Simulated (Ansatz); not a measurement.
`CC(F)(F)CF` + H₂O → `CC(O)(F)CF` + H–F at 500 K and 1 bar (formal hydrolysis of a C–F bond).

Gas-phase electronic energies from Ansatz, PBE0-D4/def2-TZVP geometries. CBS: MP2 limit from def2 TZ/QZ plus the TZ coupled-cluster correction, frozen cores. This one scheme is used for every species. Each species was taken in one conformer, which may not be the lowest.

```
     species  CCSD(T)/CBS energy (Eh)  H − E (kJ/mol)  S (J/(mol·K))
`CC(F)(F)CF`               -416.54394           256.0          389.5
         H₂O                -76.37941            73.2          206.3
`CC(O)(F)CF`               -392.53062           291.5          395.9
         H–F               -100.39570            39.4          188.7
```

H − E and S are ideal-gas, rigid-rotor, harmonic terms from PBE0-D4/def2-TZVP, for one conformer and one mirror image of each species. 1 Eh = 2625.50 kJ/mol, R = 8.31446 J/(mol·K).

Task: By hand: ΔE, ΔH, ΔS and ΔG.

Result: ΔE = (-392.53062) + (-100.39570) − (-416.54394) − (-76.37941) = -0.00297 Eh = -7.8 kJ/mol. Δ(H − E) = 291.5 + 39.4 − 256.0 − 73.2 = 1.7, so ΔH = -6.1 kJ/mol. ΔS = 395.9 + 188.7 − 389.5 − 206.3 = -11.2 J/(mol·K). ΔG = -6.1 − 500 × (-11.2)/1000 = -0.5 kJ/mol.

Task: By hand: the equilibrium constant, and the temperature at which ΔG would vanish if ΔH and ΔS stayed fixed.

Result: log₁₀ K = −ΔG/(RT ln 10) = 0.1. ΔG = 0 at ΔH/ΔS = 545 K, though so small a ΔH makes that figure unsure.

TΔS isn't small against ΔH here. The sign of ΔG lies within the doubt. A doubt of 5 kJ/mol in ΔE shifts log₁₀ K by 0.5 here. Other conformers and mirror images would add mixing entropy, several J/(mol·K) or more a flexible species. These are equilibria of isolated gas molecules and say nothing of rates. Largest T1 diagnostic: 0.011 (customary marks: 0.02 for closed shells, 0.045 for open ones).
